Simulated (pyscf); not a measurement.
H₃Si–SiH₂–GeH₃ → germylene (GeH₂) [singlet] + disilane (H₃Si–SiH₃), a 1,1-elimination (singlet surface; Ge–Si, Ge–H broken, H–Si formed). Optimised with ωB97X-D3(BJ)/def2-SVP in PySCF. Energies in kJ/mol from the reactant's lowest minimum found.

Small-basis levels: PySCF, no dispersion term, spherical d functions. AM1 to PM7: differences of heats of formation from MOPAC, which are fitted to 298 K values and so differ in kind from electronic energies by zero-point and thermal terms. Cost: rough CPU time at the saddle relative to B3LYP/6-31G*+LANL2DZ, from one job on a shared machine.

```
level                   barrier  reaction energy        cost
----------------------  -------  ---------------  ----------
HF/3-21G                  258.7           +169.9         0.1
PBE/6-31G*+LANL2DZ        161.6           +193.3           2
B3LYP/6-31G*+LANL2DZ        [?]           +166.4           1
PBE/def2-SVP              145.3           +192.0           2
PM3                       135.7           +255.8  under 0.02
PM6                       249.9          -1037.4  under 0.02
PM7                       228.8           +366.4  under 0.02
ωB97M-D3(BJ)/def2-TZVP      [?]           +175.7           –
```

Q: Complete the blanks.

A: 
- B3LYP/6-31G*+LANL2DZ, barrier: 180.1
- ωB97M-D3(BJ)/def2-TZVP, barrier: 158.4

Against the last row the barrier runs from -22.7 (PM3) to +100.4 kJ/mol (HF/3-21G). ωB97M-D3(BJ)/def2-TZVP has limits of its own. On the product side the descent ends in an adduct with a Ge–Si contact, 57.4 kJ/mol under the separated species and 15.4 kJ/mol under the saddle at ωB97X-D3(BJ)/def2-TZVP. At ωB97M-D3(BJ) the saddle lies under the separated products, which points to a path from their complex (located at ωB97X-D3(BJ) alone), and parting the products costs more than the saddle. What is counted as broken (Ge–Si) persists as a longer contact in the product adduct; parting that adduct is a step of its own. At ωB97X-D3(BJ)/def2-TZVP the barrier from the zero used here is 170.3 kJ/mol. One saddle was located; it need not be the lowest between these sides. In the def2 sets elements up to Kr have no core potential.
